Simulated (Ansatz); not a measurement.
# CH3AlO, SMILES [CH3][Al]=[O]: a polarisability from point charges

Computed with the Python package of Ansatz (0.2.0).

Input file `ch3alo.xyz`:
```text
6

C    -0.41799    0.50419   -0.31872
Al    0.72762   -0.87886    0.55535
O     1.62646   -1.96344    1.24287
H     0.05068    1.49358   -0.27420
H    -1.39650    0.57875    0.16861
H    -0.59026    0.26579   -1.37391
```

Interactive session:
```pycon
>>> import ansatz as az
>>> import numpy as np
>>> system = az.Crystal.molecule_from_extxyz("ch3alo.xyz")
>>> calculation = (
...     system.calculation()
...     .basis(gaussian="def2-SVPD")
...     .functional("hf")
...     .forces()
... )
>>> # charges +q and -q at -R and +R make a nearly even field 2 k q / R^2 at the centre
>>> centre = np.mean([site.position_ang for site in system.cartesian_sites], axis=0)
>>> field = 2 * 14.399645 * 4.0 / 25.0 ** 2
>>> def dipole(axis, sign):
...     arm = 25.0 * np.eye(3)[axis]
...     pair = [{"charge": sign * 4.0, "position_ang": (centre - arm).tolist()}, {"charge": -sign * 4.0, "position_ang": (centre + arm).tolist()}]
...     deck = calculation.input().set(az.key.basis.gaussian.point_charges, pair)
...     return np.array(az.Session.from_dict(deck).plan().execute().report["charge_distribution"]["dipole_moment_e_ang"])
...
>>> print(f"field {field:.4f} V/A")
field 0.1843 V/A
>>> alpha = np.array([(dipole(axis, 1) - dipole(axis, -1)) / (2 * field) * 14.399645 for axis in range(3)])
>>> print("polarisability tensor (A^3)")
polarisability tensor (A^3)
>>> print(np.array2string(alpha, precision=3, suppress_small=True))
[[ 5.799 -0.747  0.471]
 [-0.748  6.115 -0.574]
 [ 0.472 -0.568  5.516]]
>>> print(f"mean {np.trace(alpha) / 3:.3f} A^3 = {np.trace(alpha) / 3 / 0.14818471:.2f} bohr^3")
mean 5.810 A^3 = 39.21 bohr^3
```

The geometry is a force-field or estimated start, not a minimum of this method, and the basis set is short of its limit. The field of two point charges is only nearly even. Hardware and time: 8.2 s on 1 thread of Arm Neoverse V1, on a shared host, peak memory 0.21 GiB.
